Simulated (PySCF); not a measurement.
**Ionising SiH**

UHF-CCSD(T); PySCF, no relativity, basis sets Si 6-311G(d,p), H 6-311G(d,p). Neutral (UHF): doublet (π ↑), Re = 1.524 Å, ωe = 2060 cm⁻¹, De = 2.97 eV.

SiH⁺ (RHF): singlet (closed shell), Re = 1.502 Å, ωe = 2202 cm⁻¹, De = 3.21 eV to Si⁺ + H. The energies at the minima are -289.51819 hartree for SiH and -289.24057 for SiH⁺.

(1) Work out the adiabatic ionisation energy, without and with harmonic zero-point energies (1 hartree = 27.2114 eV, 1 eV = 8065.5 cm⁻¹), and the change of the bond length.

Correlated steps freeze 5 core orbitals. For an ion De counts to the pair picked by the measured ionisation energies or electron affinities, which need not be the lowest pair at this level. Where the molecule has an RHF reference, its open-shell atoms are computed with UHF. States were picked by a PBE0 search and need not be the measured ground states.

Neutral and ion stand on different kinds of reference determinant, which adds to the error of the difference.

Results:

(1) At CCSD(T): 0.27762 hartree = 7.554 eV between the minima; the zero-point term (2202.0 − 2060.0)/2 cm⁻¹ = +0.009 eV makes it 7.563 eV. Re changes by -2.2 pm against the neutral. The electron leaves a π orbital, which is non-bonding in a hydride.
